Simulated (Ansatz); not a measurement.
**NH3 (SMILES N): levels of theory compared**

We compute a comparison of 6 runs (B3LYP/3-21G, PBE0/6-31G, UB3LYP/6-31G, UPBE0/6-31G, revPBE/6-31G, CCSD(T)/6-31G) of NH3. 

Program for the calculation: Ansatz 0.2.0.

68 further runs of the same task are left out: 68 set aside as unsound or not needed.

### Step 1. The system as given

NH3 has 4 atoms, charge 0, and is taken as a singlet. As SMILES, `N`. The H2–N1 distance was set to 2.531 Å, away from the relaxed value. At this shape a bond of the SMILES string is far longer than usual.

Bond lengths: N1–H3 1.013 Å, N1–H4 1.013 Å. Angles: H3–N1–H4 107.7°.

### Step 2. A single-point energy at B3LYP/3-21G (run 1)

Input file molecule.yaml:

```yaml
crystal:
  periodic: [false, false, false]
  atoms:
    - {symbol: N, position_ang: [-0.908271, 1.057756, -0.859892]}
    - {symbol: H, position_ang: [0.491930, -0.300470, 0.753380]}
    - {symbol: H, position_ang: [-1.732071, 0.514306, -1.086302]}
    - {symbol: H, position_ang: [-0.371921, 1.173176, -1.711042]}
basis:
  gaussian:
    orbitals: 3-21G.json
accuracy: high
hamiltonian:
  xc: {name: B3LYP}
```

The basis set 3-21G is read from a file made from the Basis Set Exchange's data (not shown).

Started as:

```console
$ ansatz run molecule.yaml --threads 1 --pin off --max-ram 2610MiB --events-out events.jsonl --progress --plain --runs-dir runs
```

Standard output:

```text
Warning: RAYON_NUM_THREADS=1 ignored (pool sized by the plan → 1); use --threads N
Functional definition: B3LYP
  name "B3LYP"
  parameter a0 = 0.2
  parameter ax = 0.72
  parameter ac = 0.81
  exchange = (1 - a0 - ax)*slater_x + ax*b88_x + a0*exact_x
  correlation = (1 - ac)*vwn_rpa_c + ac*lyp_c
284 factors; integrals over basis functions are off by at most 5.0e-9 eV
mean field evaluation 1: about -1511.8516 eV, gradient 6.1e1 eV
mean field evaluation 2: about -1491.7885 eV, gradient 9.5e1 eV
mean field evaluation 4: about -1523.8955 eV, gradient 7.9e0 eV
mean field evaluation 8: about -1524.1758 eV, gradient 1.1e-1 eV
mean field evaluation 16: about -1524.1677 eV, gradient 1.4e-5 eV
mean field -1524.16768601 eV, -56.0121293431 hartree, gradient 1.7e-8 eV, S^2 0.000000; 0 other end points of the search recorded, 0 dependent functions left out
reference -1524.16770800 eV, -56.0121301509 hartree; 5, 5 occupied and 10, 10 virtual orbitals, 284 factors
Total energy: -1524.16770800 eV, -56.0121301509 hartree
```

Run time: 0.2 s. Hardware: 1 thread of AMD EPYC 9R45 (Zen 5), shared host.

### Step 3. The energy at PBE0/6-31G (run 2)

Input file molecule.yaml:

```yaml
basis:
  gaussian:
    orbitals: 6-31G
crystal:
  periodic: [false, false, false]
  atoms:
    - symbol: "N"
      position_ang: [-0.908271, 1.057756, -0.859892]
    - symbol: H
      position_ang: [0.491930, -0.300470, 0.753380]
    - symbol: H
      position_ang: [-1.732071, 0.514306, -1.086302]
    - symbol: H
      position_ang: [-0.371921, 1.173176, -1.711042]
hamiltonian:
  xc: pbe0
accuracy: high
```

Started as:

```console
$ ansatz run molecule.yaml --threads 1 --pin off --max-ram 2610MiB --events-out events.jsonl --progress --plain --runs-dir runs
```

Standard output:

```text
Warning: RAYON_NUM_THREADS=1 ignored (pool sized by the plan → 1); use --threads N
Functional definition: PBE0
  name "PBE0"
  parameter a = 0.25
  parameter kappa = 0.804
  parameter beta = 0.06672455060314922
  exchange = (1 - a)*pbe_x(kappa = kappa, mu = beta*pi^2/3) + a*exact_x
  correlation = pbe_c(beta = beta)
346 factors; integrals over basis functions are off by at most 2.9e-9 eV
mean field evaluation 1: about -1517.3379 eV, gradient 6.1e1 eV
mean field evaluation 2: about -1494.7177 eV, gradient 9.8e1 eV
mean field evaluation 4: about -1529.0518 eV, gradient 1.7e1 eV
mean field evaluation 8: about -1530.1617 eV, gradient 8.2e-2 eV
mean field evaluation 16: about -1530.1578 eV, gradient 1.2e-5 eV
mean field -1530.15783198 eV, -56.2322631471 hartree, gradient 1.7e-8 eV, S^2 0.000000; 0 other end points of the search recorded, 0 dependent functions left out
reference -1530.15783333 eV, -56.2322631968 hartree; 5, 5 occupied and 10, 10 virtual orbitals, 346 factors
Total energy: -1530.15783333 eV, -56.2322631968 hartree
```

It took 0.18 s on 1 thread of AMD EPYC 9R45 (Zen 5), shared host.

Runs 3 to 5 aren't shown in full; the table further down has their settings and results.

### Step 4. The energy at CCSD(T)/6-31G (run 6)

Input file molecule.yaml:

```yaml
crystal:
  periodic: [false, false, false]
  atoms:
    - {symbol: "N", position_ang: [-0.908271, 1.057756, -0.859892]}
    - {symbol: H, position_ang: [0.491930, -0.300470, 0.753380]}
    - {symbol: H, position_ang: [-1.732071, 0.514306, -1.086302]}
    - {symbol: H, position_ang: [-0.371921, 1.173176, -1.711042]}
basis:
  gaussian:
    orbitals: 6-31G
correlation:
  method: ccsd_t
  frozen_orbitals: {H: 0, "N": 1}
accuracy: high
scf:
  omitted_lower_state_checks: [cluster_reference, increment]
```

Started as:

```console
$ ansatz run molecule.yaml --threads 1 --pin off --max-ram 2610MiB --events-out events.jsonl --progress --plain --runs-dir runs
```

Standard output:

```text
Warning: RAYON_NUM_THREADS=1 ignored (pool sized by the plan → 1); use --threads N
[... 12 lines left out ...]
1 core orbitals not correlated: weight in the atoms' cores, before any rotation towards them, 1.000 or more for the frozen orbitals, at most 0.000 for the correlated occupied ones
[... 35 lines left out ...]
WARN: these amplitudes may be one of several solutions (largest doubles amplitude 0.66, level shift 6.84 eV)
Total energy: -1527.67325134 eV, -56.1409564926 hartree
Checks for a lower state left out: cluster_reference, increment
```

It took 0.08 s on 1 thread of AMD EPYC 9R45 (Zen 5), shared host.

### Step 5. Overview of the runs

| run | level | frozen core orbitals | energy (Eh) | wall time |
| --- | --- | --- | --- | --- |
| 1 | B3LYP/3-21G | – | -56.012130 | 0.2 s |
| 2 | PBE0/6-31G | – | -56.232263 | 0.18 s |
| 3 | UB3LYP/6-31G | – | -56.357249 | 0.64 s |
| 4 | UPBE0/6-31G | – | -56.285752 | 0.66 s |
| 5 | revPBE/6-31G | – | -56.311899 | 0.22 s |
| 6 | CCSD(T)/6-31G | 1 | -56.140956 | 0.08 s |

### Step 6. Results

| quantity | value |
| --- | --- |
| run 6: total energy | -56.14096 Eh |
| run 6: correlation energy (1 core orbital frozen) | -249.9 mEh |
| run 6: (T) correction | -14.37 mEh |
| run 6: T1 diagnostic | 0.051 |

What this shows: Totals of different functionals can't be ranked against each other. In run 6 the T1 diagnostic is large, so a single reference may not serve. In run 6 the log says that unrestricted orbitals would lower the reference, so the values rest on an unstable closed-shell determinant (other closed-shell runs at this shape may share the fault). In runs 1, 2, 5, 6 a closed-shell determinant meets a far-stretched bond, which it describes badly. Spin contamination of the reference: run 4 ⟨S²⟩ = 0.94, run 3 ⟨S²⟩ = 0.92. Where it is this large, the reference is a mixture of spin states, and values that rest on it are in doubt. All runs together took 2 s, the longest 0.66 s.
